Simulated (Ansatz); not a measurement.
## How far each method lies from RCCSDT(Q) for C₄H₈, singlet

Geometry: MP2(full)/6-31G*, from the G2/97 set.

```xyz
12

C     0.0000    1.0711    0.1476
C     0.0000   -1.0711    0.1476
C    -1.0711    0.0000   -0.1476
C     1.0711    0.0000   -0.1476
H     0.0000    1.9869   -0.4501
H     0.0000    1.3429    1.2075
H     0.0000   -1.9869   -0.4501
H     0.0000   -1.3429    1.2075
H    -1.9869    0.0000    0.4501
H    -1.3429    0.0000   -1.2075
H     1.9869    0.0000    0.4501
H     1.3429    0.0000   -1.2075
```

Basis 6-31G* (Cartesian d functions); Ansatz 0.2.0. Only valence electrons are correlated (noble-gas cores frozen), which leaves 24 electrons in 72 orbitals. Prefix R: restricted or restricted open-shell reference. Active spaces: frontier = (8e, 8o) about the gap.

Full CI isn't at hand for all of this; RCCSDT(Q) serves as the reference, and is uncertain by about the last step of the cluster series.

The UHF ⟨S²⟩ is 0.000, the T1 diagnostic (RCCSD) is 0.0078 and the largest doubles amplitude (RCCSD) is 0.028.

| level | E − E(RCCSDT(Q)) (mEh) | share of correlation (%) | wall time |
| --- | --- | --- | --- |
| RHF | 587.71 | 0.00 | – |
| RMP2 | 66.17 | 88.74 | – |
| CISD | 97.25 | 83.45 | 15 s |
| RCCSD | 19.25 | 96.73 | – |
| RCCSD(T) | 1.68 | 99.71 | 2 s |
| BCCD(T) | 1.61 | 99.73 | 2.6 s |
| RCCSDT | 0.83 | 99.86 | – |
| CASSCF (frontier space) | 508.51 | 13.48 | – |
| NEVPT2 (frontier space) | 76.55 | 86.97 | 11 s (H100) |
| MRCISD (frontier space) | 75.17 | 87.21 | – |
| MRCISD+Q (frontier space) | 14.29 | 97.57 | 8.5 s (H100) |

The correlation energy at RCCSDT(Q), counted from RHF, is -15.992 eV. That run took 17 s on 2 threads of AMD EPYC 7R13 with a shared H100 80 GB, shared host.

Times hold each run's SCF and search for its determinant on a shared host, so for small cases they say little of a method's own cost; rows without a card ran on 1 thread of AMD EPYC 7R13.

Atomization energy (electronic, same basis, no zero-point term; atoms at the same level, unrestricted beside the R rows where the molecule is a closed shell, with restricted open-shell steps beyond CCSDT(Q)) at RCCSDT(Q): 4427.0 kJ/mol. Errors of other levels:

| level | error (kJ/mol) |
| --- | --- |
| RHF | -785.0 |
| RMP2 | 37.0 |
| CISD | -238.0 |
| RCCSD | -37.6 |
| RCCSD(T) | -1.3 |
| BCCD(T) | -0.4 |
| RCCSDT | -2.0 |

This basis is far from its limit, so the value isn't to be set against a measured one. Truncated CI isn't size-consistent, which counts against it in atomization.
